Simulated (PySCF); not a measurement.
Molecule: SMILES O=[N+]=N, [HN2O]+.

Geometry:
```json
{"atom": "N1", "x (Å)": "-0.546", "y (Å)": "0.007", "z (Å)": "-0.028"}
{"atom": "N2", "x (Å)": "0.505", "y (Å)": "0.005", "z (Å)": "-0.418"}
{"atom": "O3", "x (Å)": "1.565", "y (Å)": "0.005", "z (Å)": "-0.815"}
{"atom": "H4", "x (Å)": "-1.504", "y (Å)": "-0.007", "z (Å)": "0.344"}
```

Total charge +1.

Spin–spin couplings on one PBE0-D3(BJ)/def2-SVP geometry, PySCF 2.14, gas phase, non-relativistic, equivalent pairs averaged; isotopes ¹⁵N, ¹H, ¹⁷O; functional B3LYP.

**Question.** How do the couplings (Hz) change with the basis set? Times are CPU seconds on shared hosts with different chips, so compare them loosely. Far from the basis limit: 6-31G-J, pcJ-0, 6-31G*, def2-TZVP, cc-pVTZ.

**Answer.** 
```tsv
basis set	functions	¹J(N1,H4)	¹J(N2,O3)	¹J(N1,N2)	²J(N2,H4)	²J(N1,O3)	core-s
6-31G-J	40	-226.9	-69.4	26.9	-31.8	13.3	1
pcJ-0	42	-203.9	-72.9	16.9	-24.7	20.7	1
6-31G*	44	-141.1	-22.7	16.7	-12.9	16.4	0.94
pcJ-1	91	-215.5	-48.0	33.9	-32.6	13.6	1.9
def2-TZVP	99	-155.2	-51.8	13.3	-17.8	12.5	2
cc-pVTZ	104	-145.5	-34.1	34.8	-16.2	11.4	2.1
aug-cc-pVTZ-J	158	-220.5	-50.9	30.9	-33.5	11.9	4.5
pcJ-2	177	-217.8	-50.4	30.7	-33.2	13.6	5.2
```

The Fermi-contact term samples the wavefunction at the nucleus, which is why sets with added tight s functions (names with J) are made for couplings.
